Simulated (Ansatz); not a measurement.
The input, for Ansatz 0.2.0:

```yaml
crystal:
  periodic: [false, false, false]
  atoms:
    - {symbol: Sb, position_ang: [0.000000, -0.019536, 0.010345]}
    - {symbol: H, position_ang: [0.000000, 1.542067, -2.728781]}
    - {symbol: H, position_ang: [0.000000, 0.817843, 1.479148]}
basis:
  gaussian: {orbitals: def2-SVP}
total_charge: 1
magnetization: {spin_polarized: false, initial_magnetization: 2}
correlation: {method: bccd_t, electrons: outside_noble_gas}
```

```sh
$ ansatz run in.yaml --threads 1 --pin off --events-out ev --progress --plain --max-ram 2393MiB
```

**Question.** Roughly how long does this take on 1 thread of Intel Xeon, shared host, and how much host memory?

**Answer.** 8 s wall and 0.17 GiB.

```
437 factors; integrals over basis functions are off by at most 5.6e-4 eV
mean field evaluation 1: about -6528.3627 eV, gradient 8.9e0 eV
mean field evaluation 2: about -6528.3821 eV, gradient 8.9e0 eV
mean field evaluation 4: about -6530.9144 eV, gradient 3.2e0 eV
mean field evaluation 8: about -6531.1746 eV, gradient 1.4e-1 eV
mean field evaluation 16: about -6531.1229 eV, gradient 1.4e0 eV
mean field evaluation 32: about -6531.0295 eV, gradient 2.4e-1 eV
mean field evaluation 64: about -6531.0160 eV, gradient 1.7e-6 eV
mean field evaluation 96: about -6521.4623 eV, gradient 5.9e-3 eV
mean field evaluation 128: about -6526.5424 eV, gradient 1.0e-1 eV
mean field evaluation 160: about -6527.1866 eV, gradient 1.0e0 eV
mean field evaluation 192: about -6531.1631 eV, gradient 8.1e-1 eV
mean field evaluation 224: about -6522.0531 eV, gradient 3.1e0 eV
mean field -6531.17496412 eV, -240.0162529419 hartree, gradient 4.0e-6 eV, S^2 2.000000; 7 other end points of the search recorded, 0 dependent functions left out
mean field evaluation 256: about -6531.0893 eV, gradient 3.3e0 eV
mean field evaluation 288: about -6531.2708 eV, gradient 5.8e-1 eV
determinant -6531.17496412 eV, -240.0162529419 hartree, with singles and doubles -6533.34272593 eV, -240.0959167193 hartree
determinant -6531.01596023 eV, -240.0104096567 hartree, with singles and doubles -6533.18051874 eV, -240.0899557148 hartree
determinant -6531.17496412 eV, -240.0162529419 hartree, with singles and doubles -6533.34566071 eV, -240.0960245703 hartree
determinant -6531.01596023 eV, -240.0104096567 hartree, with singles and doubles -6533.18192848 eV, -240.0900075220 hartree
9 core orbitals not correlated: weight in the atoms' cores, before any rotation towards them, 0.999 or more for the frozen orbitals, at most 0.000 for the correlated occupied ones
reference -6531.17496412 eV, -240.0162529419 hartree; 4, 2 occupied and 23, 25 virtual orbitals, 437 factors
second order -1.57011081 eV of doubles, -0.05693843 eV of singles
cycle   1  -2.17202651 eV  change   -1.3e-3 eV  update   2.3e-3
cycle   2  -2.17084104 eV  change    1.2e-3 eV  update   1.1e-3
cycle   3  -2.17045935 eV  change    3.8e-4 eV  update   5.7e-4
cycle   4  -2.17051963 eV  change   -6.0e-5 eV  update   2.8e-4
cycle   5  -2.17052269 eV  change   -3.1e-6 eV  update   1.5e-4
cycle   6  -2.17049884 eV  change    2.4e-5 eV  update   8.6e-5
cycle   7  -2.17049542 eV  change    3.4e-6 eV  update   4.3e-5
cycle   8  -2.17049228 eV  change    3.1e-6 eV  update   1.9e-5
cycle   9  -2.17048898 eV  change    3.3e-6 eV  update   1.0e-5
cycle  10  -2.17048809 eV  change    8.9e-7 eV  update   5.9e-6
perturbative correction -0.03608282 eV, -0.0013260190 hartree
Total energy: -6533.38153502 eV, -240.0973429269 hartree
```

For the same geometry and basis full CI lies 12.4 meV lower.
